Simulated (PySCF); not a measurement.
Z-matrix (Å, degrees):
```
F
```
Charge 0, spin multiplicity 2.

What dipole moment, highest occupied spin orbital and total energy does PySCF with M06-2X/def2-TZVP give?


```
Item                                Result
-----------------------------  -----------
dipole moment                       0.00 D
highest occupied spin orbital    -14.77 eV
total energy                   -99.7338 Ha
```
